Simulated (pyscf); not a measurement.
**Routes from `[Cl][BH][Cl]` + `[NH3]`**

Candidate steps break at most two bonds and form at most two. Each was searched with GFN2-xTB (tblite) first. Single points on ωB97X-D3(BJ)/def2-SVP structures (PySCF, gas phase). Energies: ωB97M-D3(BJ)/def2-TZVP, kcal/mol, from the separated reactants, singlet surface; ΔG‡ with ideal gas, 1 atm, RRHO with modes under 100 cm⁻¹ raised to 100, one conformer, R ln 2 for chiral ones without a mode under 150 cm⁻¹.

| products | type | ΔE‡ | ΔE | ΔG‡ 298 K | ΔG‡ 900 K | ν‡ (cm⁻¹) |
|---|---|---|---|---|---|---|
| HCl + H₂N–BH–Cl | four-centre exchange | 4.0 | -12.2 | 13.0 | 34.0 | 1144i |
| H₂N–B(Cl)–Cl + H₂ | four-centre exchange | 17.9 | -25.4 | 27.4 | 49.3 | 1420i |

Row 1: On the reactant side the descent ends in an adduct with a B–N contact (not fully relaxed), 28.9 kcal/mol under the separated species and 33.3 kcal/mol under the saddle at ωB97X-D3(BJ)/def2-TZVP. Row 2: On the reactant side the descent ends in an adduct with a B–N contact (not fully relaxed), 28.3 kcal/mol under the separated species and 46.1 kcal/mol under the saddle at ωB97X-D3(BJ)/def2-TZVP. 

Plain bond fissions and candidates not yet searched are not listed, and one of them may be faster. Each barrier is that of the saddle found; lower ones may exist.
